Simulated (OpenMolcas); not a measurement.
# How the cost of BHLYP grows with the basis: C2H3N (acetonitrile)

C2H3N has 6 atoms, charge 0, and is taken as a singlet. As SMILES, `CC#N`. Geometry: relaxed at GFN2-xTB.

BHLYP, energy, OpenMolcas 26.06, on 1 thread of Arm Neoverse V2, shared host. N is the number of basis functions, t the processor time.

```
     basis    N  t (s)   ln N   ln t
def2-SV(P)   48    3.3  3.871  1.194
  def2-SVP   57      4  4.043  1.386
 def2-TZVP  111     15  4.710  2.708
def2-TZVPP  135      ?  4.905      ?
```

Q: Fit t = C·Nᵖ to the known rows and estimate the time in def2-TZVPP.

A: 
1. Means of the 3 rows: ln N = 4.20800, ln t = 1.7627.
2. Σ(Δln N)² = 0.3928, Σ(Δln N·Δln t) = 0.72835, so the slope is 0.72835/0.3928 = 1.8543.
3. Intercept: 1.7627 − (1.8543) × 4.20800 = -6.0402. The largest residual of the fit is 0.071.
4. ln t = -6.0402 + 1.8543 × 4.905, so t ≈ 21 s.

The run took 26 s, so the estimate is too short by a factor of about 1.2. The fitted power is 1.9, with the electron count fixed.
